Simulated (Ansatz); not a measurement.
Input file:

```yaml
crystal:
  periodic: [false, false, false]
  atoms:
    - {symbol: C, position_ang: [0.084376, 0.005225, 1.836764]}
    - {symbol: Al, position_ang: [-0.080498, 0.013599, -0.091842]}
    - {symbol: F, position_ang: [-0.003878, -0.018825, -1.744922]}
basis:
  gaussian: {orbitals: def2-SVP}
magnetization: {spin_polarized: false, initial_magnetization: 2}
hamiltonian: {xc: pbe}
correlation: {active_space: {window: {electrons: 4, orbitals: 4}}}
```

```sh
$ ansatz run in.yaml --threads 1 --pin off --events-out ev --progress --plain --max-ram 2393MiB
```

(1) One thing in this input was set wrong on purpose, beside settings that are merely unusual. What is the gravest fault, and what does the program do?

## Answers

(1) Active space on a functional. How the run ends: refused.
```
Error: invalid value for `correlation.active_space`: it starts from restricted Hartree–Fock orbitals; set hamiltonian.xc: hf without magnetization.spin_polarized
```
